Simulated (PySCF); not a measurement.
Species: C4H5F.
SMILES with atom numbers: `[CH3:1][C@@H:2]1[CH:3]=[C:4]1[F:5]` (hydrogens: H6, H7, H8 on C1; H9 on C2; H10 on C3)

The same species was optimised twice, with GFN2-xTB and with PBE0-D3(BJ)/def2-SVP (PySCF), and the same property calculations (PySCF, gas phase) were run on both structures.

| coordinate | GFN2-xTB | PBE0-D3(BJ)/def2-SVP | change |
| --- | --- | --- | --- |
| C3–H10 (Å) | 1.061 | 1.085 | +0.024 |
| C2–C3 (Å) | 1.528 | 1.547 | +0.019 |
| C2–H9 (Å) | 1.088 | 1.105 | +0.017 |
| C2–C4 (Å) | 1.484 | 1.468 | -0.016 |
| C1–H8 (Å) | 1.088 | 1.101 | +0.013 |
| C1–H7 (Å) | 1.089 | 1.102 | +0.013 |
| C1–H6 (Å) | 1.088 | 1.102 | +0.014 |
| C4–F5 (Å) | 1.320 | 1.307 | -0.013 |
| C3=C4 (Å) | 1.295 | 1.291 | -0.004 |
| C1–C2 (Å) | 1.513 | 1.512 | -0.001 |
| C4–C3–H10 (°) | 151.1 | 154.2 | +3.1 |
| C2–C3–H10 (°) | 146.1 | 144.3 | -1.8 |
| C1–C2–C4 (°) | 121.1 | 122.9 | +1.8 |
| C2–C4–C3 (°) | 66.3 | 67.9 | +1.6 |
| C2–C3–C4 (°) | 62.8 | 61.5 | -1.3 |
| C3–C2–H9 (°) | 118.3 | 117.0 | -1.3 |
| C3–C4–F5 (°) | 149.1 | 148.2 | -0.9 |
| C1–C2–C3 (°) | 120.8 | 121.7 | +0.9 |

Rotational constants: A = 10636, B = 3765, C = 3078 MHz (GFN2-xTB) against A = 10589, B = 3782, C = 3081 MHz (PBE0-D3(BJ)/def2-SVP). Point groups within 0.08 Å: C1 and C1.

On the GFN2-xTB structure: lowest singlet, TDDFT (eV) 6.76 [wB97X-D/def2-SVPD]; lowest triplet, Tamm–Dancoff (eV) 4.53 [wB97X-D/def2-SVPD]; isotropic polarisability (au) 46.1 [wB97X-D/def2-SVPD]; HOMO (eV) -9.14 [wB97X-D/def2-SVPD]; LUMO (eV) 2.19 [wB97X-D/def2-SVPD]; dipole (D) 1.31 [wB97X-D/def2-SVPD]; HOMO (eV) -7.25 [PBE0/pcSseg-1]; LUMO (eV) 0.49 [PBE0/pcSseg-1]; dipole (D) 1.16 [PBE0/pcSseg-1]; GIAO shielding of C1 (ppm) 161.3 [PBE0/pcSseg-1]; GIAO shielding of C2 (ppm) 154.7 [PBE0/pcSseg-1]; GIAO shielding of C3 (ppm) 103.4 [PBE0/pcSseg-1]; GIAO shielding of C4 (ppm) 19.4 [PBE0/pcSseg-1]; GIAO shielding of F5 (ppm) 310.1 [PBE0/pcSseg-1].

Question: What do these properties become on the PBE0-D3(BJ)/def2-SVP structure?

Answer: 
| property | level | on GFN2-xTB | on PBE0-D3(BJ)/def2-SVP | change |
| --- | --- | --- | --- | --- |
| lowest singlet, TDDFT (eV) | wB97X-D/def2-SVPD | 6.76 | 6.79 | +0.03 |
| lowest triplet, Tamm–Dancoff (eV) | wB97X-D/def2-SVPD | 4.53 | 4.59 | +0.06 |
| isotropic polarisability (au) | wB97X-D/def2-SVPD | 46.1 | 46.8 | +0.7 |
| HOMO (eV) | wB97X-D/def2-SVPD | -9.14 | -9.14 | 0.00 |
| LUMO (eV) | wB97X-D/def2-SVPD | 2.19 | 2.23 | +0.04 |
| dipole (D) | wB97X-D/def2-SVPD | 1.31 | 1.28 | -0.03 |
| energy, GFN2-xTB geometry as zero (kcal/mol) | wB97X-D/def2-SVPD | 0.0 | -0.8 | -0.8 |
| HOMO (eV) | PBE0/pcSseg-1 | -7.25 | -7.24 | +0.01 |
| LUMO (eV) | PBE0/pcSseg-1 | 0.49 | 0.54 | +0.05 |
| dipole (D) | PBE0/pcSseg-1 | 1.16 | 1.13 | -0.03 |
| energy, GFN2-xTB geometry as zero (kcal/mol) | PBE0/pcSseg-1 | 0.0 | -0.7 | -0.7 |
| GIAO shielding of C1 (ppm) | PBE0/pcSseg-1 | 161.3 | 160.0 | -1.3 |
| GIAO shielding of C2 (ppm) | PBE0/pcSseg-1 | 154.7 | 154.5 | -0.2 |
| GIAO shielding of C3 (ppm) | PBE0/pcSseg-1 | 103.4 | 103.3 | -0.1 |
| GIAO shielding of C4 (ppm) | PBE0/pcSseg-1 | 19.4 | 25.5 | +6.1 |
| GIAO shielding of F5 (ppm) | PBE0/pcSseg-1 | 310.1 | 308.7 | -1.4 |

The heavy atoms differ by 0.016 Å rms after alignment. Among all bonds C3–H10 changes most (+0.024 Å). Changes are differences of the printed values. Neither structure is proved a minimum here.

The pairwise dispersion term of wB97X-D wasn't added to the energies; at a given geometry it leaves orbitals and properties as they are.
